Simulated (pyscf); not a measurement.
Thermochemistry of product channels of H₃C–SnH₃ + CH₃• on the doublet surface, in kcal/mol, from ωB97M-D3(BJ)/def2-TZVP energies (ideal gas, 1 atm, RRHO with modes under 100 cm⁻¹ raised to 100, one conformer, R ln 2 for chiral ones without a mode under 150 cm⁻¹). Single points on ωB97X-D3(BJ)/def2-SVP structures (PySCF, gas phase).

```json
[
 {"products": "H₃C–CH₃ + SnH₃•", "ΔE": "-26.4", "ΔH(298 K)": "-22.9", "ΔG(298 K)": "-22.1", "ΔG(1200 K)": "-16.6"},
 {"products": "H₃C–SnH•–CH₃ + H₂", "ΔE": "-21.2", "ΔH(298 K)": "-19.5", "ΔG(298 K)": "-18.8", "ΔG(1200 K)": "-18.2"},
 {"products": "•H₂C–CH₃ + SnH₄", "ΔE": "+2.7", "ΔH(298 K)": "+2.2", "ΔG(298 K)": "+1.8", "ΔG(1200 K)": "+1.8"},
 {"products": "H₃C–SnH₂• + CH₄", "ΔE": "-33.0", "ΔH(298 K)": "-28.9", "ΔG(298 K)": "-29.1", "ΔG(1200 K)": "-27.5"},
 {"products": "CH₂ [triplet] + SnH₃• + CH₄", "ΔE": "+76.0", "ΔH(298 K)": "+73.4", "ΔG(298 K)": "+63.2", "ΔG(1200 K)": "+34.2"}
]
```

These are energies of the channels, which say nothing of barriers. Elements past Kr carry the def2 core potentials, without spin-orbit coupling.
